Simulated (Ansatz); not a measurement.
**Y (hcp): energy against volume**

The calculation used DFT, LDA (PW92), plane waves (420 eV) with PAW, scalar-relativistic in Ansatz. The PAW files were generated under PBE, with cores re-solved for the functional.

The cell is scaled uniformly from the relaxed one, with fractional coordinates and shape fixed. Energies are extrapolated to zero smearing, pressures are those at the given smearing. Magnetic state: non-magnetic.

A Birch-Murnaghan fit gives V₀ = 29.91 Å³/atom, B₀ = 45 GPa, B₀′ = 3.0.

Q: What are the energy above the minimum and the pressure at 27.565 Å³/atom?

A: 28.4 meV/atom and 4.16 GPa as computed.

Q: What are the energy above the minimum and the pressure at 28.763 Å³/atom?

A: 6.5 meV/atom and 1.89 GPa as computed.

Q: What are the energy above the minimum and the pressure at 33.557 Å³/atom?

A: 53.2 meV/atom and -4.32 GPa as computed.
